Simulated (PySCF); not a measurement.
## Frontier orbitals and the lowest excitations

Compound: cis-2,trans-4-hexadiene, C₆H₁₀.
Z-matrix (Å and degrees, PBE0-D3(BJ)/def2-SVP geometry), rows numbered from 1:
```
C 
C   1  1.4918
C   2  1.3463  1  127.33
C   3  1.4518  2  126.87  1     0.01
C   4  1.3443  3  123.92  2  -179.98
C   5  1.4898  4  125.47  3   180.00
H   1  1.1033  2  110.77  3  -121.37
H   1  1.1033  2  110.78  3   121.08
H   1  1.0982  2  113.19  3    -0.16
H   2  1.0962  1  115.48  3  -179.95
H   3  1.0961  2  117.65  1  -179.98
H   4  1.0963  3  117.84  2     0.02
H   5  1.0982  4  118.04  3     0.01
H   6  1.1035  5  111.31  4  -120.90
H   6  1.1000  5  111.68  4    -0.03
H   6  1.1036  5  111.30  4   120.83
```

Computed, not measured: TDDFT CAM-B3LYP/def2-SVPD, vertical, gas phase, core orbitals frozen in the response in PySCF.

Frontier orbitals with the atoms that hold most of them (Löwdin shares over 4%, at most four atoms; ? is withheld):

```tsv
orbital	ε (eV)	atoms
LUMO+2	1.85	H11 14%, C2 12%, H10 12%, C3 11%
LUMO+1	1.55	C6 18%, C1 16%, C5 8%, C4 8%
LUMO	?	?
HOMO	-7.38	C2 23%, C5 21%, C3 18%, C4 17%
HOMO-1	-10.16	?
HOMO-2	-10.73	C4 17%, C3 15%, C2 13%, C1 11%
HOMO-3	-11.54	C6 22%, C5 21%, H15 14%, H13 11%
```

Task: Which atoms hold the LUMO, and with what shares?

Result: C5 (bonded to 2 C and H) 24%; C2 (bonded to 2 C and H) 22%; C4 (bonded to 2 C and H) 16%; C3 (bonded to 2 C and H) 15%.

Task: Which atoms hold the HOMO-1, and with what shares?

Result: C4 (bonded to 2 C and H) 26%; C3 (bonded to 2 C and H) 25%; C5 (bonded to 2 C and H) 14%; C2 (bonded to 2 C and H) 12%.

Task: What is the LUMO energy, and the HOMO–LUMO gap?

Result: ε(LUMO) = 0.59 eV; the gap is 7.97 eV (0.2929 hartree).

Task: The HOMO–LUMO gap is 7.97 eV. Where does the response calculation put the lowest singlet, and from which orbitals?

Result: S1 is at 5.63 eV (f = 0.860), 2.34 eV below the gap, made of HOMO→LUMO (98%). 

Task: One configuration dominates each of S1 and S6. Which, and how do the shares of the two leading atoms of either orbital change from the occupied to the empty one?

Result: 
- S1 (5.63 eV, f 0.860), HOMO→LUMO (98%): C2 23% → 22%, C5 21% → 24%
- S6 (7.41 eV, f 0.0013), HOMO-2→LUMO (94%): C4 17% → 16%, C3 15% → 15%, C5 at most 12% → 24%, C2 13% → 22%

One conformer stands for the species.
